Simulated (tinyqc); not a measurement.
Worked calculation: extended Hueckel theory, for CH3+. The parameters take no account of the charge, which enters only through the electron count. One step of it, computed by the program tinyqc.

Problem. Mulliken analysis. P = C n C^T; charge = valence electrons (H 1, C 4) minus the sum of (P S)_ii on the atom; overlap population = 2 sum P_ij S_ij between two atoms.

coefficients, order 1C 2s, 1C 2px, 1C 2py, 1C 2pz, 2H 1s, 3H 1s, 4H 1s:
$$\begin{pmatrix}
0.743950 & 0.000000 & -0.000048 & 0.027949 & 0.000000 & -0.001356 & 1.526529 \\
-0.000025 & 0.000000 & 0.496845 & 0.000003 & 0.000000 & 1.276627 & 0.001840 \\
0.000000 & 0.496750 & 0.000000 & 0.000000 & 1.276634 & 0.000000 & 0.000000 \\
0.003438 & 0.000000 & -0.000004 & 0.999080 & 0.000000 & 0.000065 & -0.071425 \\
0.150574 & 0.000000 & 0.525247 & -0.011771 & 0.000000 & -1.094580 & -0.847255 \\
0.150510 & 0.454939 & -0.262692 & -0.011777 & -0.948495 & 0.548549 & -0.844873 \\
0.150510 & -0.454939 & -0.262692 & -0.011777 & 0.948495 & 0.548549 & -0.844873
\end{pmatrix}$$

occupations: [2.000000, 2.000000, 2.000000, 0.000000, 0.000000, 0.000000, 0.000000]

overlap S, order 1C 2s, 1C 2px, 1C 2py, 1C 2pz, 2H 1s, 3H 1s, 4H 1s:
$$\begin{pmatrix}
1.000000 & 0.000000 & 0.000000 & 0.000000 & 0.532809 & 0.532616 & 0.532616 \\
0.000000 & 1.000000 & 0.000000 & 0.000000 & 0.513888 & -0.256810 & -0.256810 \\
0.000000 & 0.000000 & 1.000000 & 0.000000 & 0.000000 & 0.445002 & -0.445002 \\
0.000000 & 0.000000 & 0.000000 & 1.000000 & -0.022211 & -0.022200 & -0.022200 \\
0.532809 & 0.513888 & 0.000000 & -0.022211 & 1.000000 & 0.152261 & 0.152261 \\
0.532616 & -0.256810 & 0.445002 & -0.022200 & 0.152261 & 1.000000 & 0.152117 \\
0.532616 & -0.256810 & -0.445002 & -0.022200 & 0.152261 & 0.152117 & 1.000000
\end{pmatrix}$$

Give: charges; Overlap populations.

Solution.

charges: 1C 0.743, 2H 0.086, 3H 0.085, 4H 0.085

Overlap populations:
```
pair      value
2-1    0.775062
3-1    0.774876
3-2   -0.070232
4-1    0.774876
4-2   -0.070232
4-3   -0.070162
```
